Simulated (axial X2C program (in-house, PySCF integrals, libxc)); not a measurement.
# Correcting the dissociation energy of PO⁺ for spin–orbit coupling

A spin-free PBE0 curve (one-electron X2C) was computed with an in-house relativistic program for diatomic molecules, basis P dyall-v3z [8s7p2d1f], O dyall-av3z [7s6p3d2f] (cores contracted in-house), for the state M_S = 0, Λ = 0 (closed shell). It gives D0 = 7.688 eV to P+ + O, which in a spin-free picture are the weighted means of the ground terms.

Measured levels of the ground terms (NIST Handbook of Basic Atomic Spectroscopic Data), in cm⁻¹: P+ 3P: J = 0 at 0, J = 1 at 164.9, J = 2 at 469.1; O 3P: J = 2 at 0, J = 1 at 158.3, J = 0 at 227.

The molecular state has Λ = 0, so it has no first-order lowering.

Problem. How far does each ground level lie under the (2J+1)-weighted mean of its term?

Solution. P+: (1 × 0 + 3 × 164.9 + 5 × 469.1)/9 = 316 cm⁻¹; O: (5 × 0 + 3 × 158.3 + 1 × 227)/9 = 78 cm⁻¹.

Problem. Correct D0.

Solution. D0 = 7.688 + (0 − 394)/8065.5 = 7.639 eV at PBE0 with these spin–orbit terms.

Second-order spin–orbit effects in the molecule, which grow quickly with Z, are left out. The state is one determinant whose occupation by symmetry is held fixed; it was picked as the lowest of a PBE0 search that is not exhaustive. De is counted from the lowest determinant-based energies of the atoms at the same level, without counterpoise correction.
